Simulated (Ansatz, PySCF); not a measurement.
Ligands exchanged one at a time, C H-Cl. Isolated molecules, 0 K electronic values unless said otherwise. Strings in code marks are SMILES.

Quantity: redistribution energy (mixed species minus the weighted end members), in kcal/mol.

Level 1: PBE-D3(BJ)/def2-TZVP // B3LYP-D3(BJ)/def2-TZVP (PySCF)
Level 2: B3LYP/6-311+G** // B3LYP-D3(BJ)/def2-TZVP (PySCF)
Level 3: PBE/6-31G* // B3LYP-D3(BJ)/def2-TZVP (PySCF)
Level 4: HF/cc-pVQZ // B3LYP-D3(BJ)/def2-TZVP (Ansatz, a program for electronic structure)

```tsv
species	level 1	level 2	level 3	level 4
2 of 4 H replaced by Cl: `ClCCl`	-2.92	-6.05	-4.73	-8.73
1 of 4 H replaced by Cl: `CCl`	-0.85	-3.48	-2.52	-5.83
3 of 4 H replaced by Cl: `ClC(Cl)Cl`	-3.39	-5.57	-4.52	-7.25
```
